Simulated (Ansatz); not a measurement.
I need a rigid scan of one bond length of CHO₂ (charge -1), SMILES O=C[O-]. Use Ansatz's Python interface. Level of theory (for the species named): Hartree-Fock, cc-pVDZ basis, multiplicity 1.

```yaml
atoms:
  - { symbol: O, position_ang: [-1.0326, -0.7394, 0.0033] }
  - { symbol: C, position_ang: [0.0043, -0.0241, -0.0001] }
  - { symbol: O, position_ang: [1.2245, -0.3371, -0.0065] }
  - { symbol: H, position_ang: [-0.1962, 1.1006, 0.0033] }
```

Script `cho2_scan.py`:
```python
import logging
import sys

import ansatz as az
import numpy as np

logging.basicConfig(stream=sys.stdout, format='%(name)s: %(message)s')
log = logging.getLogger('cho2')
log.setLevel(logging.INFO)

BASIS = 'cc-pVDZ'
FUNCTIONAL = 'HF'
CHARGE = -1

geometry_ang = [
    ('O', (-1.0326, -0.7394, 0.0033)),
    ('C', (0.0043, -0.0241, -0.0001)),
    ('O', (1.2245, -0.3371, -0.0065)),
    ('H', (-0.1962, 1.1006, 0.0033)),
]
molecule = az.Crystal.molecule()
for symbol, xyz in geometry_ang:
    molecule = molecule.atom(symbol, xyz)

symbols = [site.symbol for site in molecule.cartesian_sites]
start = np.array([site.position_ang for site in molecule.cartesian_sites])
axis = (start[0] - start[1]) / np.linalg.norm(start[0] - start[1])
moving = [0]
lengths, energies = [1.07, 1.16, 1.26, 1.39, 1.57, 1.89, 2.27, 2.77], []
for length in lengths:
    xyz = start.copy()
    xyz[moving] += (length - np.linalg.norm(start[0] - start[1])) * axis
    point = az.Crystal.molecule()
    for symbol, place in zip(symbols, xyz):
        point = point.atom(symbol, place.tolist())
    calculation = point.calculation().basis(gaussian=BASIS).functional(FUNCTIONAL).charge(CHARGE).spin('collinear')
    rep = calculation.run().report
    energies.append(rep['free_energy_ev'])
    log.info(f'r = {length:6.3f} A  E = {energies[-1]:.5f} eV  <S^2> = {abs(rep["mean_field"]["state"]["spin_squared"]):.3f}')

print('energy above the lowest point (eV):', [round(e - min(energies), 3) for e in energies])
```

Running `python cho2_scan.py` prints:
```text
cho2: r =  1.070 A  E = -5119.67586 eV  <S^2> = 0.000
cho2: r =  1.160 A  E = -5120.84984 eV  <S^2> = 0.000
cho2: r =  1.260 A  E = -5121.00457 eV  <S^2> = 0.000
cho2: r =  1.390 A  E = -5120.29505 eV  <S^2> = 0.000
cho2: r =  1.570 A  E = -5118.74549 eV  <S^2> = 0.000
cho2: r =  1.890 A  E = -5116.51064 eV  <S^2> = 0.404
cho2: r =  2.270 A  E = -5115.62486 eV  <S^2> = 0.850
cho2: r =  2.770 A  E = -5115.22982 eV  <S^2> = 1.075
energy above the lowest point (eV): [1.329, 0.155, 0.0, 0.71, 2.259, 4.494, 5.38, 5.775]
```

What to keep in mind:
- Total energies depend on the basis set; only differences at equal settings carry meaning.
- The rest of the molecule is held rigid at a force-field or estimated start geometry, and the basis set is modest; single-reference methods fail as a bond breaks.
- The expectation value of S² is noticeably off S(S+1) in at least one run, so that state is spin-contaminated.
- Hartree-Fock leaves correlation out, so bond, atomisation and ionisation energies come out well too low.
- Anions want diffuse functions, which this basis lacks.
- Finished in 9.1 s on 1 thread of Arm Neoverse V1, with other jobs on the host, peak memory 0.16 GiB.
